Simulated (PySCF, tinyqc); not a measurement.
Worked calculation (part 1 of 2): RHF in the sto-3g basis, for OH-, spin multiplicity 1. The basis has no diffuse functions, so it cannot describe the extra electron: this is an exercise in the method, not the real anion. The lowest restricted solution is unstable here: a spin-polarised one lies 0.0087 hartree lower (PySCF). Computed by tinyqc, a small Python program that keeps every step (integrals from PySCF). Settings: charge = -1, multiplicity = 1, basis = sto-3g, energy threshold = 1e-09, iteration cap = 82, orthogonalisation = canonical, start = random, DIIS depth = 0, method = RHF. Command: `OMP_NUM_THREADS=1 python tinyqc.py 24793 24794 out.jsonl` (the two numbers bound the seeds that draw the settings). One thread of a shared host (Intel(R) Xeon(R) Processor @ 2.60GHz), about 0.06 s of CPU time with the checks. Later iterations appear only in the table of the cycle.

## One-electron integrals

Geometry (angstrom):
```
atom         x         y         z
O     0.000000  0.000000  0.000000
H     0.000000  0.000000  1.649000
```

Basis sto-3g: exponents (1/bohr^2) and contraction coefficients of normalised primitives:
```
element  l (shell)    exponent  coefficient
O            s (1)  130.709320     0.154329
O            s (1)   23.808861     0.535328
O            s (1)    6.443608     0.444635
O            s (2)    5.033151    -0.099967
O            s (2)    1.169596     0.399513
O            s (2)    0.380389     0.700115
O            p (3)    5.033151     0.155916
O            p (3)    1.169596     0.607684
O            p (3)    0.380389     0.391957
H            s (1)    3.425251     0.154329
H            s (1)    0.623914     0.535328
H            s (1)    0.168855     0.444635
```

Overlap, kinetic and nuclear-attraction integrals over the contracted functions; the nuclear repulsion is the sum of Za Zb / Rab.

nuclear repulsion = 2.56726361 hartree

overlap S:
```
           1O 1s     1O 2s    1O 2px    1O 2py    1O 2pz     2H 1s
1O 1s   1.000000  0.236704  0.000000  0.000000  0.000000  0.011096
1O 2s   0.236704  1.000000  0.000000  0.000000  0.000000  0.151293
1O 2px  0.000000  0.000000  1.000000  0.000000  0.000000  0.000000
1O 2py  0.000000  0.000000  0.000000  1.000000  0.000000  0.000000
1O 2pz  0.000000  0.000000  0.000000  0.000000  1.000000  0.155451
2H 1s   0.011096  0.151293  0.000000  0.000000  0.155451  1.000000
```

kinetic energy T (hartree):
```
            1O 1s      1O 2s    1O 2px    1O 2py    1O 2pz      2H 1s
1O 1s   29.003200  -0.168011  0.000000  0.000000  0.000000  -0.003035
1O 2s   -0.168011   0.808128  0.000000  0.000000  0.000000  -0.014984
1O 2px   0.000000   0.000000  2.528731  0.000000  0.000000   0.000000
1O 2py   0.000000   0.000000  0.000000  2.528731  0.000000   0.000000
1O 2pz   0.000000   0.000000  0.000000  0.000000  2.528731   0.013293
2H 1s   -0.003035  -0.014984  0.000000  0.000000  0.013293   0.760032
```

nuclear attraction V (hartree):
```
             1O 1s      1O 2s     1O 2px     1O 2py     1O 2pz      2H 1s
1O 1s   -60.939363  -7.259040   0.000000   0.000000  -0.005231  -0.348303
1O 2s    -7.259040  -9.372808   0.000000   0.000000  -0.065983  -0.951477
1O 2px    0.000000   0.000000  -9.290545   0.000000   0.000000   0.000000
1O 2py    0.000000   0.000000   0.000000  -9.290545   0.000000   0.000000
1O 2pz   -0.005231  -0.065983   0.000000   0.000000  -9.319886  -0.828980
2H 1s    -0.348303  -0.951477   0.000000   0.000000  -0.828980  -3.788500
```

core Hamiltonian H = T + V (hartree):
```
             1O 1s      1O 2s     1O 2px     1O 2py     1O 2pz      2H 1s
1O 1s   -31.936163  -7.427051   0.000000   0.000000  -0.005231  -0.351339
1O 2s    -7.427051  -8.564680   0.000000   0.000000  -0.065983  -0.966462
1O 2px    0.000000   0.000000  -6.761814   0.000000   0.000000   0.000000
1O 2py    0.000000   0.000000   0.000000  -6.761814   0.000000   0.000000
1O 2pz   -0.005231  -0.065983   0.000000   0.000000  -6.791155  -0.815687
2H 1s    -0.351339  -0.966462   0.000000   0.000000  -0.815687  -3.028468
```

## Two-electron integrals

Functions are numbered as in S; the eight-fold symmetry (ij|kl) = (ji|kl) = (kl|ij) leaves the list below.

Two-electron integrals (ij|kl) in chemists' order, unique and non-zero (hartree):
```
(11|11) 4.785065   (21|11) 0.741380   (21|21) 0.136873   (22|11) 1.118947
(22|21) 0.256633   (22|22) 0.817206   (31|31) 0.024477   (32|31) 0.037809
(32|32) 0.180518   (33|11) 1.115814   (33|21) 0.256684   (33|22) 0.817023
(33|33) 0.880159   (41|41) 0.024477   (42|41) 0.037809   (42|42) 0.180518
(43|43) 0.047444   (44|11) 1.115814   (44|21) 0.256684   (44|22) 0.817023
(44|33) 0.785270   (44|44) 0.880159   (51|51) 0.024477   (52|51) 0.037809
(52|52) 0.180518   (53|53) 0.047444   (54|54) 0.047444   (55|11) 1.115814
(55|21) 0.256684   (55|22) 0.817023   (55|33) 0.785270   (55|44) 0.785270
(55|55) 0.880159   (61|11) 0.035152   (61|21) 0.006441   (61|22) 0.012020
(61|33) 0.012003   (61|44) 0.012003   (61|51) 0.000270   (61|52) 0.000514
(61|55) 0.012056   (61|61) 0.000306   (62|11) 0.108195   (62|21) 0.025227
(62|22) 0.092179   (62|33) 0.090594   (62|44) 0.090594   (62|51) 0.001836
(62|52) 0.015722   (62|55) 0.095257   (62|61) 0.001210   (62|62) 0.014504
(63|31) 0.002340   (63|32) 0.014696   (63|53) 0.003079   (63|63) 0.001834
(64|41) 0.002340   (64|42) 0.014696   (64|54) 0.003079   (64|64) 0.001834
(65|11) 0.089959   (65|21) 0.021211   (65|22) 0.082910   (65|33) 0.079579
(65|44) 0.079579   (65|51) 0.003569   (65|52) 0.027006   (65|55) 0.089476
(65|61) 0.001047   (65|62) 0.015907   (65|65) 0.019090   (66|11) 0.320205
(66|21) 0.075775   (66|22) 0.318666   (66|33) 0.310039   (66|44) 0.310039
(66|51) 0.005126   (66|52) 0.062994   (66|55) 0.335759   (66|61) 0.003631
(66|62) 0.071637   (66|65) 0.090981   (66|66) 0.774606
```

## Orthogonalisation

S = U s U^T; canonical form X = U s^(-1/2), so that X^T S X = 1. Each column of U has its largest component positive (the first on a tie).

eigenvalues of S: 0.709420  0.870077  1.000000  1.000000  1.118914  1.301589

X:
```
                1          2         3          4          5         6
1O 1s   -0.626925   0.511073  0.000000   0.000000  -0.433499  0.466821
1O 2s    0.795238  -0.253231  0.000000   0.000000  -0.240703  0.575267
1O 2px   0.000000   0.000000  0.055529   0.998457   0.000000  0.000000
1O 2py   0.000000   0.000000  0.998457  -0.055529   0.000000  0.000000
1O 2pz   0.292370   0.696511  0.000000   0.000000   0.639301  0.214621
2H 1s   -0.546518  -0.582130  0.000000   0.000000   0.489038  0.416384
```

Within a degenerate level the vectors are fixed only up to a rotation; this is one choice.

## Starting guess

The start is random orthonormal orbitals; D = 2 C_occ C_occ^T.

D at the start:
```
            1O 1s      1O 2s     1O 2px     1O 2py     1O 2pz      2H 1s
1O 1s    2.070451  -0.441874  -0.168991  -0.069224  -0.141630   0.273081
1O 2s   -0.441874   2.076954   0.232223   0.095125   0.234294  -0.630457
1O 2px  -0.168991   0.232223   1.425363  -0.235389  -0.452531   0.741604
1O 2py  -0.069224   0.095125  -0.235389   1.903578  -0.185370   0.303783
1O 2pz  -0.141630   0.234294  -0.452531  -0.185370   1.694380   0.257542
2H 1s    0.273081  -0.630457   0.741604   0.303783   0.257542   1.143098
```

## Iteration 1: building the Fock matrix

J_ij = sum D_kl (ij|kl), K_ij = sum D_kl (ik|jl); F = H + J - 0.5 K; E = tr D H + tr D J / 2 - 0.25 tr D K + E_nn.

Coulomb J (hartree):
```
            1O 1s     1O 2s     1O 2px     1O 2py     1O 2pz     2H 1s
1O 1s   17.476278  3.305704   0.012757   0.005226   0.016313  0.155935
1O 2s    3.305704  8.188698   0.092859   0.038038   0.140254  0.935454
1O 2px   0.012757  0.092859   8.147947  -0.022336  -0.038373  0.005969
1O 2py   0.005226  0.038038  -0.022336   8.193325  -0.015719  0.002445
1O 2pz   0.016313  0.140254  -0.038373  -0.015719   8.202121  0.862222
2H 1s    0.155935  0.935454   0.005969   0.002445   0.862222  3.730896
```

exchange K (hartree):
```
            1O 1s     1O 2s     1O 2px     1O 2py     1O 2pz     2H 1s
1O 1s    9.670855  1.712828  -0.113675  -0.046565  -0.076337  0.125710
1O 2s    1.712828  2.582918   0.259968   0.106491   0.185791  0.216223
1O 2px  -0.113675  0.259968   1.803874  -0.196012  -0.315529  0.215908
1O 2py  -0.046565  0.106491  -0.196012   2.202091  -0.129250  0.088442
1O 2pz  -0.076337  0.185791  -0.315529  -0.129250   2.077265  0.367795
2H 1s    0.125710  0.216223   0.215908   0.088442   0.367795  0.919267
```

Fock matrix F (hartree):
```
             1O 1s      1O 2s     1O 2px     1O 2py     1O 2pz      2H 1s
1O 1s   -19.295312  -4.977761   0.069595   0.028508   0.049251  -0.258259
1O 2s    -4.977761  -1.667440  -0.037125  -0.015208  -0.018624  -0.139119
1O 2px    0.069595  -0.037125   0.484196   0.075670   0.119391  -0.101985
1O 2py    0.028508  -0.015208   0.075670   0.330465   0.048906  -0.041776
1O 2pz    0.049251  -0.018624   0.119391   0.048906   0.372334  -0.137363
2H 1s    -0.258259  -0.139119  -0.101985  -0.041776  -0.137363   0.242794
```

total energy of this density = -73.17264886 hartree

## Iteration 1: diagonalisation and new density

Diagonalise F' = X^T F X, C = X C', fill 5 alpha and 5 beta electrons from the bottom; D = 2 C_occ C_occ^T. Each column has its largest component positive (the first on a tie).

F' = X^T F X (hartree):
```
           1          2          3          4          5          6
1  -3.609381   3.933433   0.008124   0.017065  -4.015389   4.923768
2   3.933433  -3.329748   0.087096   0.182941   4.215524  -5.170017
3   0.008124   0.087096   0.339330   0.083727   0.002424  -0.002652
4   0.017065   0.182941   0.083727   0.475331   0.005092  -0.005571
5  -4.015389   4.215524   0.002424   0.005092  -4.516386   5.952520
6   4.923768  -5.170017  -0.002652  -0.005571   5.952520  -7.557279
```

orbital energies (hartree): MO1 -19.305164, MO2 -0.411305, MO3 0.153073, MO4 0.299468, MO5 0.352016, MO6 0.713778

coefficients C:
```
              MO1        MO2        MO3        MO4        MO5        MO6
1O 1s    0.994278  -0.263825   0.035749   0.000000   0.024353   0.003451
1O 2s    0.023112   1.020487  -0.173203   0.000000  -0.112523   0.028493
1O 2px  -0.003438   0.059986   0.016751  -0.379060   0.676598   0.628203
1O 2py  -0.001408   0.024572   0.006862   0.925372   0.277155   0.257331
1O 2pz  -0.002337   0.033186   0.534543   0.000000  -0.593370   0.621647
2H 1s   -0.000727   0.032284   0.772696   0.000000   0.445498  -0.503509
```

D after iteration 1:
```
            1O 1s      1O 2s     1O 2px     1O 2py     1O 2pz      2H 1s
1O 1s    2.120125  -0.510363  -0.004336  -0.001776  -0.012839   0.058464
1O 2s   -0.510363   2.169176  -0.035798  -0.014664   0.015992  -0.302067
1O 2px  -0.004336  -0.035798   1.210723  -0.323311  -0.781040   0.632611
1O 2py  -0.001776  -0.014664  -0.323311   1.867562  -0.319937   0.259136
1O 2pz  -0.012839   0.015992  -0.781040  -0.319937   1.277862   0.299533
2H 1s    0.058464  -0.302067   0.632611   0.259136   0.299533   1.593140
```

## Iteration 2: building the Fock matrix

As before.

Coulomb J (hartree):
```
            1O 1s     1O 2s     1O 2px     1O 2py     1O 2pz      2H 1s
1O 1s   17.178798  3.225884   0.000041   0.000017   0.009807   0.152107
1O 2s    3.225884  7.945154   0.005341   0.002188   0.111902   0.919680
1O 2px   0.000041  0.005341   7.899845  -0.030679  -0.070216  -0.003561
1O 2py   0.000017  0.002188  -0.030679   7.962171  -0.028763  -0.001459
1O 2pz   0.009807  0.111902  -0.070216  -0.028763   7.950309   0.855890
2H 1s    0.152107  0.919680  -0.003561  -0.001459   0.855890   3.923802
```

exchange K (hartree):
```
            1O 1s     1O 2s     1O 2px     1O 2py     1O 2pz     2H 1s
1O 1s    9.792587  1.650359  -0.006413  -0.002627  -0.004870  0.084834
1O 2s    1.650359  2.567052   0.029620   0.012133   0.045690  0.317268
1O 2px  -0.006413  0.029620   1.615903  -0.269226  -0.598093  0.128903
1O 2py  -0.002627  0.012133  -0.269226   2.162863  -0.244997  0.052803
1O 2pz  -0.004870  0.045690  -0.598093  -0.244997   1.743766  0.386811
2H 1s    0.084834  0.317268   0.128903   0.052803   0.386811  1.307105
```

Fock matrix F (hartree):
```
             1O 1s      1O 2s     1O 2px     1O 2py     1O 2pz      2H 1s
1O 1s   -19.653658  -5.026346   0.003248   0.001330   0.007011  -0.241648
1O 2s    -5.026346  -1.903052  -0.009469  -0.003879   0.023074  -0.205415
1O 2px    0.003248  -0.009469   0.330079   0.103934   0.228830  -0.068013
1O 2py    0.001330  -0.003879   0.103934   0.118926   0.093736  -0.027860
1O 2pz    0.007011   0.023074   0.228830   0.093736   0.287271  -0.153202
2H 1s    -0.241648  -0.205415  -0.068013  -0.027860  -0.153202   0.241781
```

total energy of this density = -73.85422094 hartree

## Iteration 2: diagonalisation and new density

As before.

F' = X^T F X (hartree):
```
           1          2         3         4          5          6
1  -3.749410   4.114396  0.043901  0.092212  -4.065733   4.919530
2   4.114396  -3.528855  0.094314  0.198101   4.236584  -5.220527
3   0.043901   0.094314  0.131102  0.115000   0.052910   0.007832
4   0.092212   0.198101  0.115000  0.317903   0.111135   0.016452
5  -4.065733   4.236584  0.052910  0.111135  -4.633285   6.050774
6   4.919530  -5.220527  0.007832  0.016452   6.050774  -7.769831
```

orbital energies (hartree): MO1 -19.661529, MO2 -0.657271, MO3 0.044976, MO4 0.076351, MO5 0.248787, MO6 0.716310

coefficients C:
```
              MO1        MO2        MO3        MO4        MO5        MO6
1O 1s    0.994810  -0.261956   0.009386   0.000000   0.035685  -0.021083
1O 2s    0.021134   1.019122  -0.054172   0.000000  -0.177099   0.109755
1O 2px  -0.000156   0.019325  -0.439972  -0.379060   0.591928   0.558556
1O 2py  -0.000064   0.007916  -0.180226   0.925372   0.242472   0.228801
1O 2pz  -0.000117  -0.025604   0.739966   0.000000  -0.094819   0.684237
2H 1s   -0.001750   0.052097   0.377880   0.000000   0.785372  -0.536444
```

D after iteration 2:
```
            1O 1s      1O 2s     1O 2px     1O 2py     1O 2pz      2H 1s
1O 1s    2.119259  -0.505539   0.023552   0.009648   0.020304   0.032368
1O 2s   -0.505539   2.146708  -0.122609  -0.050224  -0.098780  -0.213005
1O 2px   0.023552  -0.122609   1.376029  -0.255597  -0.764370   0.599268
1O 2py   0.009648  -0.050224  -0.255597   1.895300  -0.313109   0.245478
1O 2pz   0.020304  -0.098780  -0.764370  -0.313109   1.114391   0.407633
2H 1s    0.032368  -0.213005   0.599268   0.245478   0.407633   1.524638
```

## Iteration 3: building the Fock matrix

As before.

Coulomb J (hartree):
```
            1O 1s      1O 2s     1O 2px     1O 2py     1O 2pz      2H 1s
1O 1s   17.204621   3.231940  -0.005314  -0.002177   0.003485   0.152292
1O 2s    3.231940   7.964351  -0.024872  -0.010188   0.077268   0.917241
1O 2px  -0.005314  -0.024872   7.933385  -0.024253  -0.068840  -0.006002
1O 2py  -0.002177  -0.010188  -0.024253   7.982658  -0.028199  -0.002459
1O 2pz   0.003485   0.077268  -0.068840  -0.028199   7.953857   0.849601
2H 1s    0.152292   0.917241  -0.006002  -0.002459   0.849601   3.887119
```

exchange K (hartree):
```
            1O 1s      1O 2s     1O 2px     1O 2py     1O 2pz     2H 1s
1O 1s    9.792599   1.651625  -0.000656  -0.000269   0.000321  0.083915
1O 2s    1.651625   2.573895  -0.052275  -0.021413  -0.038730  0.334479
1O 2px  -0.000656  -0.052275   1.754283  -0.212839  -0.586967  0.111143
1O 2py  -0.000269  -0.021413  -0.212839   2.186687  -0.240439  0.045527
1O 2pz   0.000321  -0.038730  -0.586967  -0.240439   1.627993  0.397915
2H 1s    0.083915   0.334479   0.111143   0.045527   0.397915  1.279621
```

Fock matrix F (hartree):
```
             1O 1s      1O 2s     1O 2px     1O 2py     1O 2pz      2H 1s
1O 1s   -19.627841  -5.020923  -0.004986  -0.002042  -0.001906  -0.241004
1O 2s    -5.020923  -1.887277   0.001265   0.000518   0.030650  -0.216460
1O 2px   -0.004986   0.001265   0.294429   0.082166   0.224644  -0.061573
1O 2py   -0.002042   0.000518   0.082166   0.127500   0.092021  -0.025222
1O 2pz   -0.001906   0.030650   0.224644   0.092021   0.348706  -0.165043
2H 1s    -0.241004  -0.216460  -0.061573  -0.025222  -0.165043   0.218840
```

total energy of this density = -73.89397106 hartree

## Iteration 3: diagonalisation and new density

As before.

F' = X^T F X (hartree):
```
           1          2         3         4          5          6
1  -3.715676   4.127585  0.048061  0.100949  -4.040499   4.930304
2   4.127585  -3.503534  0.088001  0.184840   4.263440  -5.199352
3   0.048061   0.088001  0.137126  0.090915   0.053588   0.009744
4   0.100949   0.184840  0.090915  0.284803   0.112558   0.020466
5  -4.040499   4.263440  0.053588  0.112558  -4.609231   6.039360
6   4.930304  -5.199352  0.009744  0.020466   6.039360  -7.764293
```

orbital energies (hartree): MO1 -19.635749, MO2 -0.643544, MO3 0.055796, MO4 0.093842, MO5 0.226125, MO6 0.732724

coefficients C:
```
              MO1        MO2        MO3        MO4        MO5        MO6
1O 1s    0.994796  -0.261356   0.014766   0.000000   0.034996  -0.026567
1O 2s    0.021193   1.015855  -0.078453   0.000000  -0.173554   0.129281
1O 2px   0.000238   0.008500  -0.464729  -0.379060   0.628633   0.495064
1O 2py   0.000097   0.003482  -0.190367   0.925372   0.257507   0.202793
1O 2pz   0.000323  -0.029682   0.683970   0.000000  -0.078296   0.741990
2H 1s   -0.001827   0.067887   0.437453   0.000000   0.748925  -0.541503
```

D after iteration 3:
```
            1O 1s      1O 2s     1O 2px     1O 2py     1O 2pz      2H 1s
1O 1s    2.118737  -0.503298   0.026305   0.010775   0.030877   0.026216
1O 2s   -0.503298   2.137373  -0.128005  -0.052435  -0.140433  -0.190748
1O 2px   0.026305  -0.128005   1.509822  -0.200791  -0.734665   0.536157
1O 2py   0.010775  -0.052435  -0.200791   1.917750  -0.300941   0.219626
1O 2pz   0.030877  -0.140433  -0.734665  -0.300941   0.949654   0.477103
2H 1s    0.026216  -0.190748   0.536157   0.219626   0.477103   1.513732
```

## Iteration 4: building the Fock matrix

As before.

Coulomb J (hartree):
```
            1O 1s      1O 2s     1O 2px     1O 2py     1O 2pz      2H 1s
1O 1s   17.198911   3.230755  -0.005883  -0.002410   0.001371   0.152199
1O 2s    3.230755   7.962347  -0.028467  -0.011661   0.066788   0.915688
1O 2px  -0.005883  -0.028467   7.943911  -0.019053  -0.066410  -0.006196
1O 2py  -0.002410  -0.011661  -0.019053   7.982619  -0.027203  -0.002538
1O 2pz   0.001371   0.066788  -0.066410  -0.027203   7.937358   0.846750
2H 1s    0.152199   0.915688  -0.006196  -0.002538   0.846750   3.879644
```

exchange K (hartree):
```
            1O 1s      1O 2s     1O 2px     1O 2py     1O 2pz     2H 1s
1O 1s    9.791824   1.651609  -0.000011  -0.000005   0.001113  0.083820
1O 2s    1.651609   2.571632  -0.063492  -0.026008  -0.066793  0.339308
1O 2px  -0.000011  -0.063492   1.864796  -0.167202  -0.567449  0.093387
1O 2py  -0.000005  -0.026008  -0.167202   2.204483  -0.232444  0.038254
1O 2pz   0.001113  -0.066793  -0.567449  -0.232444   1.502264  0.403964
2H 1s    0.083820   0.339308   0.093387   0.038254   0.403964  1.282667
```

Fock matrix F (hartree):
```
             1O 1s      1O 2s     1O 2px     1O 2py     1O 2pz      2H 1s
1O 1s   -19.633164  -5.022100  -0.005877  -0.002407  -0.004416  -0.241050
1O 2s    -5.022100  -1.888148   0.003279   0.001343   0.034202  -0.220428
1O 2px   -0.005877   0.003279   0.249699   0.064548   0.217314  -0.052890
1O 2py   -0.002407   0.001343   0.064548   0.118563   0.089019  -0.021665
1O 2pz   -0.004416   0.034202   0.217314   0.089019   0.395071  -0.170919
2H 1s    -0.241050  -0.220428  -0.052890  -0.021665  -0.170919   0.209842
```

total energy of this density = -73.91415953 hartree
